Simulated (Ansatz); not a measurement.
One starting cell of Mo (a generated cell, Mo built in the bcc structure type) was relaxed twice with Ansatz (plane waves, PAW, scalar-relativistic): with r2SCAN at 500 eV and with PBE at 420 eV. The r2SCAN result:

Space group Im-3m (No. 229); a = 3.1509 Å, b = 3.1509 Å, c = 3.1509 Å, α = 90.00°, β = 90.00°, γ = 90.00°

```json
[
 {"atom": "Mo", "site": "2a", "symmetry": "m-3m", "x": "0.0000", "y": "0.0000", "z": "0.0000"}
]
```
(The calculation used a cell of 1 atom; values per cell refer to that cell.)

```tsv
quantity	r2SCAN	PBE
space group	Im-3m	Im-3m
volume (Å³/atom)	15.64	___
a (Å)	3.151	___
gap (eV, no spin-orbit coupling)	0.00	___
pressure at 115 % of the level's own volume (GPa)	-28.2	___
```

Q: Fill in the PBE column.

A: 
- volume (Å³/atom), PBE: 15.79
- a (Å), PBE: 3.161
- gap (eV, no spin-orbit coupling), PBE: 0.00
- pressure at 115 % of the level's own volume (GPa), PBE: -26.6

Both levels end in the same structure; PBE's volume is 0.9 % larger. Neither column is exact.

No spin polarisation in the result.

Measured for Mo: a 3.141 Å (static lattice; corrected from measurement; as listed in Daniel Mejia-Rodriguez, S. B. Trickey, Phys. Rev. B (2018)). Computed minus measured — a: r2SCAN +0.3 %, PBE +0.6 %. The computed values are for a static lattice.

The run could not lose the symmetry of its start.

Ansatz is a program for electronic structure.
